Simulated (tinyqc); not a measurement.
Hueckel theory of the pi electrons, for the molecule C=C(O)Cl (SMILES; centres numbered as the heavy atoms are written), step by step. Computed by tinyqc, a small Python program that keeps every step. Settings: charge = 0. Command: `OMP_NUM_THREADS=1 python tinyqc.py 27116 27117 out.jsonl` (the two numbers bound the seeds that draw the settings). One thread of a shared host (Intel(R) Xeon(R) Processor @ 2.60GHz), about 0.01 s of CPU time with the checks.

## The Hueckel matrix

Centres:

| centre | z_r, pi electrons of the neutral centre | h |
|---|---|---|
| 1C | 1 | 0.000000 |
| 2C | 1 | 0.000000 |
| 3O | 2 | 2.000000 |
| 4Cl | 2 | 2.000000 |

Bonds:

| i | j | k |
|---|---|---|
| 1 | 2 | 1 |
| 2 | 3 | 0.800000 |
| 2 | 4 | 0.400000 |

H_rr = alpha + h_r beta, H_rs = k_rs beta for bonded centres.

Hueckel matrix in units of beta (H = alpha + beta A):
```
           1C        2C        3O       4Cl
1C   0.000000  1.000000  0.000000  0.000000
2C   1.000000  0.000000  0.800000  0.400000
3O   0.000000  0.800000  2.000000  0.000000
4Cl  0.000000  0.400000  0.000000  2.000000
```

## Orbitals

pi electrons, sum of z_r less the charge = 6

Diagonalise; E = alpha + x beta with beta < 0, so the largest x are filled first; degenerate levels share their electrons. P = sum n_i c_ri c_si; each orbital has its largest coefficient positive (the first on a tie).

x values: 2.402715  2.000000  0.732953  -1.135668

occupations: 2.000000  2.000000  2.000000  0.000000

coefficients:
```
          MO1        MO2        MO3        MO4
1C   0.168429   0.000000   0.744338  -0.646214
2C   0.404688   0.000000   0.545565   0.733884
3O   0.803920  -0.447214  -0.344464  -0.187235
4Cl  0.401960   0.894427  -0.172232  -0.093618
```

charge and bond-order matrix P:
```
            1C        2C         3O        4Cl
1C    1.164815  0.948493  -0.241988  -0.120994
2C    0.948493  0.922827   0.274818   0.137409
3O   -0.241988  0.274818   1.929886  -0.035057
4Cl  -0.120994  0.137409  -0.035057   1.982471
```

## Energy, charges, bond orders

E = sum n x; q_r = z_r - P_rr; bond order p = P_rs; free valence = sqrt(3) - sum of p over the bonds of the atom.

pi energy = 6 alpha + this times beta = 10.271336

pi charges: 1C -0.164815, 2C 0.077173, 3O 0.070114, 4Cl 0.017529

Bond orders and lengths from R = 1.517 - 0.180 p (angstrom, C-C alone):

| bond | p | R |
|---|---|---|
| 1-2 | 0.948493 | 1.346271 |
| 2-3 | 0.274818 | - |
| 2-4 | 0.137409 | - |

free valence of the carbons: 1C 0.783558, 2C 0.371331

gap between the highest filled and the next level = 1.868622 |beta|
